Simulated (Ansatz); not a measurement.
HAl–AlH, singlet: the ladder up to full CI

Geometry: a point of a stretch scan, not a stationary point.

```yaml
atoms:
  - { symbol: Al, position_ang: [0.0000, -0.2143, 1.8265] }
  - { symbol: Al, position_ang: [0.0000, 0.2143, -1.8265] }
  - { symbol: H, position_ang: [0.0000, 1.0831, 2.8006] }
  - { symbol: H, position_ang: [0.0000, -1.0831, -2.8006] }
```

Basis 6-31G; Ansatz 0.2.0. Correlated methods freeze the noble-gas cores, which leaves 8 electrons in 20 orbitals. R marks a restricted (for open shells ROHF) determinant, U an unrestricted one. Active spaces: valence = (8e, 10o) chosen from the atoms' valence shells; pair = (2e, 2o) about the gap.

Full CI is exact within this basis and frozen core; it isn't the basis-set limit. The frozen core follows each run's orbitals, which can shift R against U totals by a few meV.

- UHF ⟨S²⟩: 0.248
- T1 diagnostic (RCCSD): 0.0176
- largest doubles amplitude (RCCSD): 0.124

```
   level  E − E(RHF) (eV)
    RMP2          -1.6255
   RCCSD          -2.5105
RCCSD(T)          -2.5408
```

**Question.** Estimate how far full CI in 6-31G lies from RCCSD(T). The table doesn't fix it; the size of (T) and the diagnostics are the guide.

**Answer.** Full CI in 6-31G lies 19 meV below RCCSD(T), which is 63 % of the (T) step (-30 meV). A doubles amplitude is large, RHF is unstable towards spin polarisation, and the rest is a large part of (T).

The other levels:

| level | E − E(full CI) (meV) | share of correlation (%) | wall time |
| --- | --- | --- | --- |
| CISD | 237 | 90.72 | 0.36 s |
| BCCD(T) | 19 | 99.26 | 0.27 s |
| RCCSDT | 5 | 99.82 | – |
| RCCSDT(Q) | 1 | 99.95 | 0.66 s |
| RCCSDTQ | 0 | 100.00 | 4.5 s |
| CASSCF (pair space) | 2157 | 15.74 | – |
| NEVPT2 (pair space) | 842 | 67.10 | 0.63 s |
| MRCISD (pair space) | 174 | 93.21 | – |
| MRCISD+Q (pair space) | -45 | 101.75 | 0.87 s |
| CASSCF (valence space) | 533 | 79.19 | – |
| NEVPT2 (valence space) | 200 | 92.18 | 7.5 s (H100) |
| MRCISD (valence space) | 29 | 98.88 | – |
| MRCISD+Q (valence space) | 19 | 99.25 | 10 s (H100) |

The correlation energy at full CI, counted from RHF, is -2.560 eV. That run took 20 s on 2 threads of AMD EPYC 7R13 with a shared H100 80 GB, shared host over 5,883,561 determinants.

Run but not shown, since their state, orbitals or frozen core can't be matched to the reference's or they repeat it: UHF.

Times hold each run's SCF and search for its determinant on a shared host, so for small cases they say little of a method's own cost; rows without a card ran on 1 thread of AMD EPYC 7R13. Some runs computed forces too.

Not variational, and here over 5 meV under the exact energy: MRCISD+Q (pair space).

The full-CI state has the irrep Ag of C2h, in the program's axes.

Natural occupations of full CI about the gap: 1.966 1.965 1.917 1.866 0.075 0.046 0.039 0.037 0.030 0.029; effectively unpaired electrons, Σ n²(2−n)², 0.14.
